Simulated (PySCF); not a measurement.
# Working out the electron affinity of B

B⁻ [He] 2s2 2p2 (3P) → B [He] 2s2 2p1 (2P). Calculation: PySCF 2.14, in dyall-av2z (11s7p2d, 42 functions); no relativity, point nucleus. Frozen: 1s2; the 8 highest virtual orbitals dropped. Energies in hartree (1 hartree = 27.21139 eV):

```tsv
part	B⁻ (lower)	B (upper)
UHF	-24.521252	-24.532212
CCSD correlation	-0.078532	-0.062726
(T)	-0.002941	-0.001045
```

Q: What does Hartree-Fock give?

A: (-24.532212) − (-24.521252) = -0.010960 hartree = -0.298 eV.

Q: What do CCSD and CCSD(T) give?

A: The CCSD correlation energies differ by 0.015806 hartree = 0.430 eV and the triples by 0.001896 hartree = 0.052 eV, so CCSD gives 0.132 eV and CCSD(T) 0.184 eV.

A first-order spin-orbit estimate adds -0.001 eV to CCSD(T) (valence), giving 0.183 eV against 0.280 eV (measured; photodetachment measurements, as compiled on the Wikipedia data page of electron affinities).

A double-zeta basis recovers only part of the correlation energy.

What remains against the reference includes basis incompleteness, the frozen core and higher excitations.
